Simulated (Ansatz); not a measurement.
Born–Oppenheimer molecular dynamics of AlH₃O (5 atoms, charge 0, multiplicity 1). It starts from a relaxed structure.

All numbers below come from Ansatz 0.2.0, RKS PBE/def2-SVP.

- ensemble: NVT, Langevin thermostat
- time step: 0.5 fs
- steps asked: 250
- set temperature: 700 K
- friction: 0.005 /fs
- masses: H 2.014 u
- seed: 529101

First frame:

```xyz
5
Properties=species:S:1:pos:R:3
Al 0.040 -0.067 -0.003
H -0.054 -0.064 1.595
H 1.370 0.188 -0.838
O -1.359 -0.367 -0.962
H -2.237 -0.536 -0.585
```

(1) How far do the bonds stretch over the last three quarters of this one trajectory? (Pairs bonded in most of those frames.)

Results:

(1) 
```json
{"bond": "Al1–H2", "mean (Å)": "1.624", "spread (Å)": "0.086", "shortest": "1.49", "longest": "1.75"}
{"bond": "Al1–H3", "mean (Å)": "1.602", "spread (Å)": "0.026", "shortest": "1.56", "longest": "1.67"}
{"bond": "Al1–O4", "mean (Å)": "1.713", "spread (Å)": "0.063", "shortest": "1.59", "longest": "1.82"}
{"bond": "O4–H5", "mean (Å)": "0.970", "spread (Å)": "0.018", "shortest": "0.93", "longest": "1.00"}
```

Mean temperature of the second half: 569 K. The mean temperature of the second half is 19 % below the set value. A run of 0.12 ps of so small a system gives no equilibrium averages.

Time of the run: 3.2 min on 1 thread of Arm Neoverse V1, on a shared host, peak memory 0.085 GiB.
